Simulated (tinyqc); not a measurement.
Inside a calculation. Method: extended Hueckel theory, for BH3. Computed by tinyqc, a small Python program that keeps every step (integrals from PySCF). Settings: charge = 0, K = 2.0, multiplicity = 1. Command: `OMP_NUM_THREADS=1 python tinyqc.py 23579 23580 out.jsonl` (the two numbers bound the seeds that draw the settings). One thread of a shared host (Intel(R) Xeon(R) Processor @ 2.60GHz), about 0.01 s of CPU time with the checks.

## Overlaps

Geometry (angstrom):
```
atom          x          y         z
B      0.000000   0.000000  0.043000
H      1.181000   0.000000  0.000000
H     -0.590000   1.023000  0.000000
H     -0.590000  -1.023000  0.000000
```

Parameters chosen for this run:
```
element  shell  Slater exponent   H_ii (eV)
B           2s         1.300000  -15.200000
B           2p         1.300000   -8.500000
H           1s         1.300000  -13.600000
```

Slater orbitals, each expanded in six Gaussians scaled to its exponent.

overlap S, lower triangle:
```
           1B 2s     1B 2px     1B 2py     1B 2pz     2H 1s     3H 1s     4H 1s
1B 2s   1.000000
1B 2px  0.000000   1.000000
1B 2py  0.000000   0.000000   1.000000
1B 2pz  0.000000   0.000000   0.000000   1.000000
2H 1s   0.492472   0.534093   0.000000  -0.019446  1.000000
3H 1s   0.492498  -0.266841   0.462676  -0.019448  0.094931  1.000000
4H 1s   0.492498  -0.266841  -0.462676  -0.019448  0.094931  0.094806  1.000000
```

## Wolfsberg-Helmholz matrix

diagonal H_ii (eV): 1B 2s -15.200000, 1B 2px -8.500000, 1B 2py -8.500000, 1B 2pz -8.500000, 2H 1s -13.600000, 3H 1s -13.600000, 4H 1s -13.600000

K = 2.000000

H_ij = K' S_ij (H_ii + H_jj)/2 for i != j (the diagonal keeps H_ii), with K' = 2.

H (eV), lower triangle:
```
             1B 2s      1B 2px      1B 2py     1B 2pz       2H 1s       3H 1s       4H 1s
1B 2s   -15.200000
1B 2px    0.000000   -8.500000
1B 2py    0.000000    0.000000   -8.500000
1B 2pz    0.000000    0.000000    0.000000  -8.500000
2H 1s   -14.183193  -11.803465    0.000000   0.429762  -13.600000
3H 1s   -14.183940    5.897191  -10.225129   0.429795   -2.582119  -13.600000
4H 1s   -14.183940    5.897191   10.225129   0.429795   -2.582119   -2.578712  -13.600000
```

## Orbitals

valence electrons = 6

Solve H C = S C e through S^(-1/2); fill by pairs from the bottom, a degenerate level sharing its electrons equally; each orbital has its largest coefficient positive (the first on a tie).

orbital energies (eV): -21.331898  -15.338140  -15.335769  -8.505804  15.740652  15.774618  32.450470

occupations: 2.000000  2.000000  2.000000  0.000000  0.000000  0.000000  0.000000

coefficients:
```
              MO1        MO2        MO3        MO4        MO5        MO6        MO7
1B 2s    0.516767   0.000000  -0.000103   0.032756  -0.000969   0.000000   1.519949
1B 2px   0.000008   0.000000   0.439275   0.000000   1.304962   0.000000   0.001260
1B 2py   0.000000   0.439172   0.000000   0.000000   0.000000   1.305597   0.000000
1B 2pz  -0.001003   0.000000   0.000000   0.999295   0.000042   0.000000  -0.062200
2H 1s    0.287194   0.000000   0.554262  -0.007309  -1.043288   0.000000  -0.801099
3H 1s    0.287180   0.479954  -0.277117  -0.007315   0.522300  -0.904288  -0.799944
4H 1s    0.287180  -0.479954  -0.277117  -0.007315   0.522300   0.904288  -0.799944
```

sum of one-electron energies = -104.011613 eV

## Mulliken analysis

P = C n C^T; charge = valence electrons (B 3, H 1) minus the sum of (P S)_ii on the atom; overlap population = 2 sum P_ij S_ij between two atoms.

charges: 1B 0.475563, 2H -0.158578, 3H -0.158493, 4H -0.158493

Overlap populations:
```
pair      value
2-1    0.812420
3-1    0.812460
3-2   -0.027006
4-1    0.812460
4-2   -0.027006
4-3   -0.026959
```
